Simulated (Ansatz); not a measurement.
**Diamond-structure Ge**

The numbers are results of PBEsol (plane waves, PAW; Ansatz, a quantum-chemistry and plane-wave program), not measurements.

Run with plane-wave cutoff 520 eV, 10×10×10 k mesh, Fermi–Dirac smearing 0.01 eV, scalar-relativistic PAW data made under PBE.

Cell: relaxed at this level.

| Item | Result |
|---|---|
| volume per atom | 22.85 Å³/atom |
| bulk modulus | 66.9 GPa |
| lattice parameter a | 5.675 Å |
| band gap | none |
| width of the whole s-p valence band | 12.72 eV |
| pressure derivative B′ of the bulk modulus | 4.8 |

Measured, for comparison: band gap 0.79 eV (measured zero-point renormalisation of 52 meV added back here; inputs from Miglio et al. (2020), arXiv:2011.12765); equilibrium volume per atom 22.47 Å³/atom, lattice constant a 5.644 Å (static lattice: zero-point anharmonic expansion removed; as tabulated in Mejia-Rodriguez and Trickey (2018), arXiv:1807.09216); bulk modulus 77.3 GPa (low-temperature value with the zero-point effect removed, our sources range from 77.3 to 79.4; as tabulated in Tanner et al. (2021), arXiv:2110.11888). Computed (rounded) less measured: equilibrium volume per atom +1.7 %, bulk modulus -13 % (-13 % to -16 % over the range), lattice constant a +0.5 %.

Note: the gap of the solid is closed in this run; this level leaves the solid without a gap, although one is measured.

Spin–orbit coupling is not included.
